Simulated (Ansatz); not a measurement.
**One shape, several levels: AlH3O (AlH2(OH))**

Aim: a comparison of 6 runs (HSE06/STO-3G, r2SCAN/STO-3G, revPBE/STO-3G, MP2/STO-3G, UMP2/STO-3G, CCSDT(Q)/STO-3G) of AlH3O (AlH2(OH)). 

Program for the calculation: Ansatz 0.2.0.

56 further runs of the same task are left out: 56 set aside as unsound or not needed.

## Step 1: The system as given

The species is AlH3O (5 atoms), meant as a singlet with charge 0. SMILES: `[H][Al]([H])[OH]`. The H2–Al1 distance was set to 2.298 Å, away from the relaxed value. At this shape a bond of the SMILES string is far longer than usual.

Bond lengths: Al1–O4 1.636 Å, Al1–H3 1.531 Å, O4–H5 0.949 Å. Angles: Al1–O4–H5 179.6°, H3–Al1–O4 120.0°.

## Step 2: A single-point energy at HSE06/STO-3G (run 1)

The input, in.yaml:

```yaml
basis:
  gaussian: {orbitals: STO-3G}
crystal:
  periodic: [false, false, false]
  atoms:
    - {symbol: Al, position_ang: [-0.491794, 0.468064, -0.053218]}
    - {symbol: H, position_ang: [1.798980, 0.417230, -0.221380]}
    - {symbol: H, position_ang: [-1.244584, 1.785954, -0.255758]}
    - {symbol: O, position_ang: [-1.319014, -0.903086, 0.282712]}
    - {symbol: H, position_ang: [-1.797844, -1.700386, 0.471852]}
hamiltonian: {xc: {name: HSE06}}
accuracy: high
```

The run is started by

```sh
$ ansatz run in.yaml --threads 1 --pin off --max-ram 2610MiB --events-out events.jsonl --progress --plain --runs-dir runs
```

Output:

```text
Warning: RAYON_NUM_THREADS=1 ignored (pool sized by the plan → 1); use --threads N
Functional definition: HSE06
  name "HSE06"
  parameter a = 0.25
  parameter omega = 0.11/bohr
  exchange = pbe_x - a*pbe_x_sr(omega) + a*exact_x_sr(omega)
  correlation = pbe_c
288 factors; integrals over basis functions are off by at most 9.3e-9 eV
57 factors; integrals over basis functions are off by at most 1.1e-9 eV
mean field evaluation 1: about -8571.5828 eV, gradient 3.0e1 eV
mean field evaluation 2: about -8563.2261 eV, gradient 5.6e1 eV
mean field evaluation 4: about -8575.4272 eV, gradient 3.0e0 eV
mean field evaluation 8: about -8575.4320 eV, gradient 3.2e-2 eV
mean field evaluation 16: about -8575.4320 eV, gradient 1.5e-8 eV
mean field -8575.43203579 eV, -315.1413146785 hartree, gradient 1.6e-8 eV, S^2 0.000000; 0 other end points of the search recorded, 0 dependent functions left out
reference -8575.43203780 eV, -315.1413147524 hartree; 12, 12 occupied and 5, 5 virtual orbitals, 288 factors
Total energy: -8575.43203780 eV, -315.1413147524 hartree
```

Wall time 1.6 s (1 thread of Intel Xeon Platinum 8259CL at 2.50GHz (Skylake/Cascade Lake), shared host); peak memory 0.1 GiB.

## Step 3: The energy at r2SCAN/STO-3G (run 2)

The input, job.yaml:

```yaml
crystal:
  periodic: [false, false, false]
  atoms:
    - symbol: Al
      position_ang: [-0.491794, 0.468064, -0.053218]
    - symbol: H
      position_ang: [1.798980, 0.417230, -0.221380]
    - symbol: H
      position_ang: [-1.244584, 1.785954, -0.255758]
    - symbol: O
      position_ang: [-1.319014, -0.903086, 0.282712]
    - symbol: H
      position_ang: [-1.797844, -1.700386, 0.471852]
basis:
  gaussian: {orbitals: STO-3G}
hamiltonian: {xc: {name: r2SCAN}}
accuracy: high
```

The run is started by

```sh
$ ansatz run job.yaml --threads 1 --pin off --max-ram 2610MiB --events-out events.jsonl --progress --plain --runs-dir runs
```

Output:

```text
Warning: RAYON_NUM_THREADS=1 ignored (pool sized by the plan → 1); use --threads N
Functional definition: r2SCAN
  name "r2SCAN"
  parameter k0 = 0.174
  parameter k1 = 0.065
  parameter a1 = 4.9479
  exchange = r2scan_x(k0 = k0, k1 = k1, a1 = a1)
  correlation = r2scan_c
288 factors; integrals over basis functions are off by at most 9.3e-9 eV
mean field evaluation 1: about -8575.0391 eV, gradient 3.1e1 eV
mean field evaluation 2: about -8559.6343 eV, gradient 7.2e1 eV
mean field evaluation 4: about -8579.1766 eV, gradient 7.3e0 eV
mean field evaluation 8: about -8579.4108 eV, gradient 1.1e-1 eV
mean field evaluation 16: about -8579.4108 eV, gradient 1.5e-7 eV
mean field -8579.41084061 eV, -315.2875330589 hartree, gradient 4.8e-9 eV, S^2 0.000000; 0 other end points of the search recorded, 0 dependent functions left out
reference -8579.41084106 eV, -315.2875330754 hartree; 12, 12 occupied and 5, 5 virtual orbitals, 288 factors
Total energy: -8579.41084106 eV, -315.2875330754 hartree
```

Run time: 3.6 s. Hardware: 1 thread of Intel Xeon Platinum 8259CL at 2.50GHz (Skylake/Cascade Lake), shared host; peak memory 0.15 GiB.

Runs 3 to 5 aren't shown in full; the table further down has their settings and results.

## Step 4: The energy at CCSDT(Q)/STO-3G (run 6)

The input, run.yaml:

```yaml
basis:
  gaussian:
    orbitals: STO-3G
crystal:
  periodic: [false, false, false]
  atoms:
    - {symbol: Al, position_ang: [-0.491794, 0.468064, -0.053218]}
    - {symbol: H, position_ang: [1.798980, 0.417230, -0.221380]}
    - {symbol: H, position_ang: [-1.244584, 1.785954, -0.255758]}
    - {symbol: O, position_ang: [-1.319014, -0.903086, 0.282712]}
    - {symbol: H, position_ang: [-1.797844, -1.700386, 0.471852]}
correlation:
  method: ccsdt_q
  frozen_orbitals: {Al: 5, H: 0, O: 1}
accuracy: high
scf:
  omitted_lower_state_checks: [cluster_reference, increment]
```

The run is started by

```sh
$ ansatz run run.yaml --threads 1 --pin off --max-ram 2610MiB --events-out events.jsonl --progress --plain --runs-dir runs
```

Output:

```text
Warning: RAYON_NUM_THREADS=1 ignored (pool sized by the plan → 1); use --threads N
Functional definition: HF
  name "HF"
  exchange = exact_x
  correlation = 0
these checks for a lower state are left out or cut short: cluster_reference, increment
288 factors; integrals over basis functions are off by at most 9.3e-9 eV
mean field evaluation 1: about -8553.6478 eV, gradient 2.4e1 eV
mean field evaluation 2: about -8553.6611 eV, gradient 2.4e1 eV
mean field evaluation 4: about -8556.2941 eV, gradient 1.3e0 eV
mean field evaluation 8: about -8556.3000 eV, gradient 1.1e-4 eV
mean field -8556.29998250 eV, -314.4382246886 hartree, gradient 2.1e-8 eV, S^2 0.000000; 0 other end points of the search recorded, 0 dependent functions left out; unrestricted orbitals would lower it
6 core orbitals not correlated: weight in the atoms' cores, before any rotation towards them, 1.000 or more for the frozen orbitals, at most 0.000 for the correlated occupied ones
reference -8556.29998250 eV, -314.4382246886 hartree; 6, 6 occupied and 5, 5 virtual orbitals, 288 factors
second order -2.20630062 eV of doubles, -0.00000000 eV of singles
cycle   1  -2.67591311 eV  change   -4.7e-1 eV  update   1.1e-1
cycle   2  -3.05514592 eV  change   -3.8e-1 eV  update   6.1e-2
cycle   3  -3.26043786 eV  change   -2.1e-1 eV  update   4.1e-2
cycle   4  -3.26754407 eV  change   -7.1e-3 eV  update   1.1e-2
cycle   5  -3.26604045 eV  change    1.5e-3 eV  update   6.2e-3
cycle   6  -3.26963313 eV  change   -3.6e-3 eV  update   2.4e-3
cycle   7  -3.27183558 eV  change   -2.2e-3 eV  update   1.1e-3
cycle   8  -3.27139598 eV  change    4.4e-4 eV  update   5.2e-4
cycle   9  -3.27111650 eV  change    2.8e-4 eV  update   2.1e-4
cycle  10  -3.27140138 eV  change   -2.8e-4 eV  update   1.0e-4
cycle  11  -3.27134350 eV  change    5.8e-5 eV  update   4.3e-5
cycle  12  -3.27135432 eV  change   -1.1e-5 eV  update   1.8e-5
cycle  13  -3.27133317 eV  change    2.1e-5 eV  update   8.0e-6
cycle  14  -3.27132693 eV  change    6.2e-6 eV  update   3.7e-6
cycle  15  -3.27132618 eV  change    7.5e-7 eV  update   1.7e-6
cycle  16  -3.27132771 eV  change   -1.5e-6 eV  update   9.4e-7
cycle  17  -3.27132846 eV  change   -7.5e-7 eV  update   3.4e-7
cycle  18  -3.27132866 eV  change   -2.0e-7 eV  update   1.8e-7
cycle  19  -3.27132853 eV  change    1.2e-7 eV  update   1.0e-7
cycle  20  -3.27132846 eV  change    7.6e-8 eV  update   6.0e-8
cycle  21  -3.27132840 eV  change    5.9e-8 eV  update   6.5e-8
cycle  22  -3.27132716 eV  change    1.2e-6 eV  update   2.7e-7
cycle  23  -3.27132675 eV  change    4.2e-7 eV  update   1.3e-7
cycle  24  -3.27132641 eV  change    3.4e-7 eV  update   7.2e-8
cycle  25  -3.27132635 eV  change    6.0e-8 eV  update   2.8e-8
cycle  26  -3.27132629 eV  change    5.9e-8 eV  update   1.3e-8
cycle  27  -3.27132629 eV  change    4.2e-9 eV  update   6.3e-9
cycle  28  -3.27132629 eV  change  -9.4e-10 eV  update   3.4e-9
cycle  29  -3.27132629 eV  change  -1.6e-10 eV  update   1.3e-9
cycle  30  -3.27132629 eV  change   -1.4e-9 eV  update  4.7e-10
perturbative correction -0.00118477 eV, -0.0000435393 hartree
Total energy: -8559.57249356 eV, -314.5584872516 hartree
Checks for a lower state left out: cluster_reference, increment
```

Run time: 0.45 s. Hardware: 1 thread of Intel Xeon Platinum 8259CL at 2.50GHz (Skylake/Cascade Lake), shared host.

## Step 5: Overview of the runs

```tsv
run	level	frozen core orbitals	energy (Eh)	wall time
1	HSE06/STO-3G	–	-315.141315	1.6 s
2	r2SCAN/STO-3G	–	-315.287533	3.6 s
3	revPBE/STO-3G	–	-315.275012	1.5 s
4	MP2/STO-3G	6	-314.519305	0.26 s
5	UMP2/STO-3G	6	-314.510196	0.45 s
6	CCSDT(Q)/STO-3G	6	-314.558487	0.45 s
```

## Step 6: Summary of results

| quantity | value |
| --- | --- |
| run 6: total energy | -314.55849 Eh |
| run 6: correlation energy (6 core orbitals frozen) | -120.3 mEh |
| run 6: T1 diagnostic | 0.026 |

Totals of different functionals can't be ranked against each other. In runs 4, 6 the log says that unrestricted orbitals would lower the reference, so the values rest on an unstable closed-shell determinant (other closed-shell runs at this shape may share the fault). In runs 1, 2, 3, 4, 5, 6 the basis is minimal, so the values are rough. Spin contamination of the reference: run 5 ⟨S²⟩ = 0.50. All runs together took 7.9 s, the longest 3.6 s.
